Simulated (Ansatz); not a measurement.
We consider rock-salt ZrC, described by r²SCAN (plane waves, PAW; Ansatz, a first-principles code).

Settings: plane-wave cutoff 600 eV, 24×24×24 k mesh, Fermi–Dirac smearing 0.062 eV (set by the program), scalar-relativistic PAW data made under PBE.

Cell (relaxed at this level):

```cif
data_C4Zr4
_chemical_formula_sum 'Zr4 C4'
_space_group_name_H-M_alt 'Fm-3m'
_space_group_IT_number 225
_space_group_name_Hall '-F 4 2 3'
_cell_length_a 4.71144
_cell_length_b 4.71144
_cell_length_c 4.71144
_cell_angle_alpha 90.000
_cell_angle_beta 90.000
_cell_angle_gamma 90.000
loop_
_atom_site_label
_atom_site_type_symbol
_atom_site_symmetry_multiplicity
_atom_site_Wyckoff_symbol
_atom_site_fract_x
_atom_site_fract_y
_atom_site_fract_z
_atom_site_occupancy
Zr1 Zr 4 a 0.00000 0.00000 0.00000 1
C1 C 4 b 0.50000 0.50000 0.50000 1
```
(The calculation used a cell of 2 atoms; values per cell refer to that cell.)

**Question.** What does this level give for the Voigt–Reuss–Hill bulk modulus, elastic constant C11, Poisson ratio, elastic constant C12 and elastic constant C44?

**Answer.** 
Voigt–Reuss–Hill bulk modulus: 230 GPa
elastic constant C11: 471 GPa
Poisson ratio: 0.201
elastic constant C12: 109 GPa
elastic constant C44: 166 GPa

Measured, for comparison: elastic constant C11 470 GPa, elastic constant C12 100 GPa, elastic constant C44 160 GPa (temperature not stated, not corrected to a static lattice; as tabulated in Wu et al. (2005), arXiv:cond-mat/0412374). Computed (rounded) less measured: elastic constant C11 +0.2 %, elastic constant C12 +9 %, elastic constant C44 +4 %. A static lattice is as a rule a little smaller and stiffer than an uncorrected measurement, which narrows the difference in the elastic constant C12, elastic constant C44 and would widen misses of the other sign.

Elastic constants are with the ions relaxed.

Computed values are for the static lattice.

Cost on a shared machine: very roughly 11 core-minutes.
